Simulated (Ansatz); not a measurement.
## BNC, AlNC: atomization energies

Ansatz 0.2.0, functionals in def2-QZVPP, HF, MP2 and coupled cluster extrapolated from def2-TZVPP and def2-QZVPP (exp(−7.88 √X), X^−2.97); geometries are PBE0/def2-TZVP minima. Wave-function levels freeze the cores; HF, MP2 and coupled cluster are restricted for singlets and unrestricted otherwise, atoms included (their steps beyond CCSDT(Q) come from restricted open-shell runs), Kohn–Sham unrestricted where that lies lower. The best estimate adds to that CCSD(T) limit the step from CCSD(T) to the highest level run in a smaller set (CCSDT(Q)/cc-pVTZ, CCSDTQ/cc-pVDZ). It lacks core correlation, which semilocal and hybrid functionals hold and which counts in their errors here, (a few kJ/mol in atomization energies of light atoms) is good to about 1 kcal/mol where the step is under 0.06 eV, as here, and is no measured value. An error is the level's value less this estimate. Energies are electronic, without zero-point terms. No spin–orbit coupling and no scalar relativity. CCSD(T)'s error is that step with its sign reversed, by construction, and steps from double-zeta sets run high. The species are chosen: bound, without strong static correlation by their natural occupations or amplitudes, in their lowest spin state as far as vertical gaps and like structures tell, and with a ladder that closes on the reference, so errors are smaller than for species at large; levels whose determinant breaks symmetry or spin markedly are left out.

```tsv
species	bonds (Å)	quantity	symmetry of the states	reference	value (kJ/mol)	error MP2	error CCSD(T)	error PBE	error BLYP	error B97M-V
BNC, singlet	C–N 1.183, B–N 1.415, angle at N 180°	atomization	Σ⁺	limit + step to CCSDTQ/cc-pVDZ	1275.1	45.7	-2.6	73.2	37.5	20.9
AlNC, singlet	N–Al 1.858, C–N 1.176, angle at N 180°	atomization	Σ⁺	limit + step to CCSDT(Q)/cc-pVTZ	1255.8	52.0	-0.6	53.4	27.1	14.7
```

The reference falls from B to Al, by 19.3 kJ/mol in all.
